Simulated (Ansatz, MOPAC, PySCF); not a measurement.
Species: SiCl3 (charge 0, doublet). SMILES: Cl[Si](Cl)Cl
Coordinates optimised at B3LYP-D3(BJ)/def2-TZVP (Ansatz, a program for electronic structure):
```xyz
4

Si     0.3143     0.3107     0.3116
Cl    -0.8706    -0.8817     1.4995
Cl     1.4921    -0.8763    -0.8886
Cl    -0.8803     1.5021    -0.8675
```
Charge 0, spin multiplicity 2.

Quantity: size of the dipole moment, in D. Terms: open shells spin-unrestricted; six Cartesian d functions in 6-31G* and its kin unless marked 5d; 6-311+G** with 5d, 6d on Na to Ar in Ansatz; non-relativistic; no dispersion term unless named; LANL2DZ with its own core potentials from Na on; spin-orbit terms left out. Ab initio and DFT rows: single points at B3LYP-D3(BJ) geometries (Ansatz). Semi-empirical rows: dipoles at the shared geometry.

```tsv
level	program	size of the dipole moment (D)
AM1	MOPAC	1.63
MNDO	MOPAC	2.89
SVWN5/6-31G*	Ansatz	0.61
PBE/LANL2DZ	Ansatz	0.88
PBE/6-311+G**	Ansatz	0.77
B3LYP/6-31G*	Ansatz	0.85
B3LYP/def2-SVP	Ansatz	0.68
B3LYP/6-311+G**	Ansatz	0.93
M06-2X/6-311+G**	PySCF	1.18
```

No value to compare with is used here. The 9 habitual levels span 0.61 (SVWN5/6-31G*) to 2.89 D (MNDO).

The levels are drawn from those run, B3LYP/6-31G* more often than the rest, none by its result; runs whose electronic state is in doubt are left out.
